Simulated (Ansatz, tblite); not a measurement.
# InBr3: removing and adding an electron

The task here is to estimate one member of a computed series from the others.

The runs use Ansatz 0.2.0, Gaussian basis; as each input shows.

Plan: charge +1 doublet, at the geometry of the singlet (PBE0-D4/def2-TZVP, PBE-D4/def2-TZVP, r2SCAN-D4/def2-TZVP, CCSD(T)/def2-SVP); charge -1 doublet, at the geometry of the singlet (PBE0-D4/def2-TZVPD, PBE-D4/def2-TZVPD, r2SCAN-D4/def2-TZVPD); the starting singlet's energies come from earlier runs.

## The relaxed structure

The geometry is that of the singlet, from an earlier relaxation (PBE0-D4/def2-SVP).

4 atoms, charge 0, spin multiplicity 1.

Atoms are counted from 1 here; the program's logs count them from 0.

Bond lengths: In1–Br2 2.457 Å, In1–Br3 2.458 Å, In1–Br4 2.458 Å. Angles: Br2–In1–Br3 120.0°, Br2–In1–Br4 120.0°, Br3–In1–Br4 120.0°.

Coordinates:

```csv
atom,x (Å),y (Å),z (Å)
In1,0.0001,0.0000,0.0000
Br2,2.4574,-0.0270,0.0127
Br3,-1.2053,2.1415,-0.0170
Br4,-1.2522,-2.1145,0.0043
```

In takes a core potential in the def2 sets. No spin-orbit coupling is included.

The first run:

Input file in.yaml:

```yaml
crystal:
  periodic: [false, false, false]
  atoms:
    - {symbol: In, position_ang: [0.000071, 0.000004, 0.000027]}
    - {symbol: Br, position_ang: [2.457386, -0.026993, 0.012658]}
    - {symbol: Br, position_ang: [-1.205298, 2.141533, -0.017018]}
    - {symbol: Br, position_ang: [-1.252159, -2.114533, 0.004333]}
basis:
  gaussian: {orbitals: def2-SVP}
total_charge: 1
magnetization: {spin_polarized: true, initial_magnetization: 1}
hamiltonian: {xc: pbe0, dispersion: d4}
output: {orbitals: {seedname: orbitals}}
```

The run is started by

```sh
$ ansatz run in.yaml --threads 2 --pin off --events-out ev --progress --plain --max-ram 4352MiB
```

Among the steps run: Charge +1 doublet at the fixed geometry, first pass, PBE0-D4/def2-SVP; Charge +1 doublet at the fixed geometry, PBE0-D4/def2-TZVP; Charge +1 doublet at the fixed geometry, PBE-D4/def2-TZVP; Charge +1 doublet at the fixed geometry, r2SCAN-D4/def2-TZVP; Charge +1 doublet at the fixed geometry, CCSD(T)/def2-SVP.

One of the session's tables, all rows but one given; the rest of the session is left out.

It belongs to the step «Vertical ionisation energy». 

```
             method  vertical ionisation energy (eV)
        HF/def2-SVP                            10.25
   PBE-D4/def2-TZVP                             9.97
r2SCAN-D4/def2-TZVP                            10.27
  PBE0-D4/def2-TZVP                            10.54
       MP2/def2-SVP                                ?
      CCSD/def2-SVP                            10.74
   CCSD(T)/def2-SVP                            10.72
```

**Question.** Estimate the row for MP2/def2-SVP.

The run gave: vertical ionisation energy (eV): 10.94. In the column «vertical ionisation energy (eV)» it is the highest.

Caveats from the session: The anion's highest level is positive in at least one run, so there the basis alone may hold the extra electron.
